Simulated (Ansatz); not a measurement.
Relaxation of BH₆N (8 atoms, charge 0, multiplicity 1), to a largest force component of 0.03 eV/Å in at most 50 steps.

The calculation used RKS r2SCAN-D4/def2-SVP (Ansatz 0.2.0).

```xyz
8
Properties=species:S:1:pos:R:3:forces:R:3
B 0.029 0.238 0.023 0.04 -0.47 -0.03
H -0.178 0.528 1.166 -0.04 0.33 0.16
H 1.160 0.209 -0.392 0.00 0.01 0.00
H -0.902 0.048 -0.719 -0.01 0.01 -0.01
N 0.020 -2.245 1.170 -0.13 0.94 0.03
H -0.578 -2.428 0.365 -0.02 0.00 -0.01
H 0.984 -2.211 0.842 0.02 -0.01 0.00
H -0.219 -1.302 1.541 0.13 -0.80 -0.14
```

Q: Where does it end, and by what steps?

A: It converged. After 9 steps the energy has fallen by 1.405 eV; N5 moved furthest, 0.71 Å. Joined: B1–N5 (2.74 → 1.65 Å).

| step | energy less start (eV) | largest force component (eV/Å) | accepted |
| --- | --- | --- | --- |
| 0 | 0.0000 | 0.940 | yes |
| 1 | -0.0614 | 1.689 | yes |
| 2 | -0.1329 | 1.401 | yes |
| 3 | -0.2524 | 0.668 | yes |
| 4 | -0.5745 | 2.285 | yes |
| 5 | -0.9821 | 2.267 | yes |
| 6 | -1.2683 | 0.981 | yes |
| 7 | -1.3898 | 0.178 | yes |
| 8 | -1.4040 | 0.053 | yes |
| 9 | -1.4048 | 0.005 | yes |

```xyz
8
Properties=species:S:1:pos:R:3
B 0.039 -0.125 0.161
H 0.252 0.637 1.095
H 0.938 -0.138 -0.669
H -1.074 0.009 -0.330
N 0.040 -1.631 0.823
H -0.141 -2.348 0.118
H 0.940 -1.847 1.257
H -0.678 -1.721 1.544
```

Time of the run: 17 s on 1 thread of Arm Neoverse V2, with other jobs on the host, peak memory 0.11 GiB.
